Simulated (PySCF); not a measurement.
**Atomic charges against the basis set**

Compound: (CH3)3CCH2F, C5H11F.
Cartesian coordinates in Å at the PBE0-D3(BJ)/def2-SVP level; atoms count from 1:
```
atom  x, y, z in Å
C1    -0.6180    0.5918   -1.2827
C2    -0.0049   -0.0072   -0.0179
C3    -0.8875   -1.1374    0.5136
C4     1.4010   -0.5345   -0.3084
C5     0.0816    1.0962    1.0303
F6     0.6312    0.6261    2.1998
H7    -0.7080   -0.1755   -2.0672
H8     0.0026    1.4082   -1.6857
H9    -1.6268    0.9924   -1.0925
H10   -0.4856   -1.5338    1.4575
H11   -0.9435   -1.9644   -0.2111
H12   -1.9141   -0.7846    0.7032
H13    1.8747   -0.9053    0.6122
H14    1.3672   -1.3608   -1.0352
H15    2.0437    0.2569   -0.7266
H16   -0.9241    1.4930    1.2571
H17    0.7102    1.9276    0.6644
```

PBE0 throughout (PySCF), one geometry, spherical d and f functions. Geometry: PBE0-D3(BJ)/def2-SVP; no solvent, vibrations or thermal averaging. Atoms taken as equivalent share a column and are averaged.

Mulliken charges (e):

| basis | functions | C1/C3/C4 | C2 | C5 | F6 | H7 (×9) | H16/H17 |
| --- | --- | --- | --- | --- | --- | --- | --- |
| STO-3G | 41 | -0.231 | +0.022 | -0.035 | -0.119 | +0.076 | +0.069 |
| 6-31G | 76 | -0.468 | -0.100 | +0.059 | -0.350 | +0.166 | +0.153 |
| 6-31G* | 106 | -0.520 | -0.028 | +0.070 | -0.345 | +0.174 | +0.148 |
| def2-SVP | 139 | +0.003 | -0.468 | +0.334 | -0.279 | +0.040 | +0.023 |
| 6-311+G(2d,p) | 228 | -0.542 | +0.326 | -0.088 | -0.264 | +0.153 | +0.138 |
| def2-TZVP | 252 | -0.384 | +0.029 | +0.039 | -0.235 | +0.125 | +0.096 |

IAO charges (e):

```json
{"basis": "STO-3G", "functions": "41", "C1/C3/C4": "-0.388", "C2": "-0.012", "C5": "-0.090", "F6": "-0.144", "H7 (×9)": "+0.131", "H16/H17": "+0.115"}
{"basis": "6-31G", "functions": "76", "C1/C3/C4": "-0.433", "C2": "+0.047", "C5": "+0.009", "F6": "-0.310", "H7 (×9)": "+0.142", "H16/H17": "+0.135"}
{"basis": "6-31G*", "functions": "106", "C1/C3/C4": "-0.412", "C2": "+0.043", "C5": "+0.048", "F6": "-0.317", "H7 (×9)": "+0.135", "H16/H17": "+0.123"}
{"basis": "def2-SVP", "functions": "139", "C1/C3/C4": "-0.401", "C2": "+0.041", "C5": "+0.053", "F6": "-0.321", "H7 (×9)": "+0.132", "H16/H17": "+0.122"}
{"basis": "6-311+G(2d,p)", "functions": "228", "C1/C3/C4": "-0.425", "C2": "+0.045", "C5": "+0.043", "F6": "-0.335", "H7 (×9)": "+0.140", "H16/H17": "+0.131"}
{"basis": "def2-TZVP", "functions": "252", "C1/C3/C4": "-0.425", "C2": "+0.044", "C5": "+0.047", "F6": "-0.334", "H7 (×9)": "+0.140", "H16/H17": "+0.130"}
```

Hirshfeld charges (e):

```csv
basis,functions,C1/C3/C4,C2,C5,F6,H7 (×9),H16/H17
STO-3G,41,-0.046,+0.036,+0.058,-0.088,+0.013,+0.006
6-31G,76,-0.104,+0.031,+0.035,-0.128,+0.034,+0.036
6-31G*,106,-0.104,+0.025,+0.032,-0.117,+0.034,+0.034
def2-SVP,139,-0.115,+0.023,+0.025,-0.107,+0.037,+0.037
"6-311+G(2d,p)",228,-0.117,-0.003,+0.022,-0.115,+0.040,+0.042
def2-TZVP,252,-0.120,+0.006,+0.019,-0.110,+0.040,+0.041
```

ESP-fitted charges (e):

| basis | functions | C1/C3/C4 | C2 | C5 | F6 | H7 (×9) | H16/H17 |
| --- | --- | --- | --- | --- | --- | --- | --- |
| STO-3G | 41 | -0.568 | +0.598 | -0.141 | -0.104 | +0.135 | +0.067 |
| 6-31G | 76 | -0.553 | +0.507 | +0.112 | -0.280 | +0.136 | +0.046 |
| 6-31G* | 106 | -0.594 | +0.644 | -0.080 | -0.194 | +0.141 | +0.075 |
| def2-SVP | 139 | -0.509 | +0.561 | +0.026 | -0.231 | +0.119 | +0.051 |
| 6-311+G(2d,p) | 228 | -0.650 | +0.739 | -0.048 | -0.238 | +0.151 | +0.072 |
| def2-TZVP | 252 | -0.647 | +0.742 | -0.056 | -0.226 | +0.149 | +0.070 |

Some averages cover members that differ in this geometry, most widely: C1/C3/C4, ESP-fitted in 6-311+G(2d,p) -0.737 to -0.603; C1/C3/C4, ESP-fitted in def2-TZVP -0.734 to -0.600; C1/C3/C4, ESP-fitted in 6-31G -0.635 to -0.508; C1/C3/C4, ESP-fitted in def2-SVP -0.585 to -0.470 e.

Task: Which scheme is steadiest as the basis changes?

Result: Largest range over the bases for any column: Hirshfeld 0.07 e, IAO 0.19 e, ESP-fitted 0.25 e, Mulliken 0.79 e. Hirshfeld charges move least and Mulliken charges most, counted in e. Without the minimal STO-3G basis the ranges are Hirshfeld 0.03, IAO 0.04, ESP-fitted 0.23, Mulliken 0.79 e.

Task: How much do the charges still move between the two largest bases, 6-311+G(2d,p) and def2-TZVP?

Result: At most, over all atoms: Mulliken 0.297 e, IAO 0.004 e, Hirshfeld 0.008 e, ESP-fitted 0.013 e.

Task: What do the same runs give for the total energy, the frontier levels and the dipole moment?

Result: 
| basis | energy (Eh) | HOMO (eV) | LUMO (eV) | μ (D) |
| --- | --- | --- | --- | --- |
| STO-3G | -292.9048 | -5.03 | 9.13 | 0.93 |
| 6-31G | -296.5905 | -8.67 | 2.34 | 1.84 |
| 6-31G* | -296.6541 | -8.59 | 2.41 | 1.51 |
| def2-SVP | -296.4452 | -8.78 | 1.55 | 1.60 |
| 6-311+G(2d,p) | -296.7516 | -8.91 | 0.25 | 1.72 |
| def2-TZVP | -296.7756 | -8.86 | 0.97 | 1.63 |

The dipole is fixed by the density alone, so its range of 0.91 D shows that the density itself changes with the basis, not only its division among atoms.
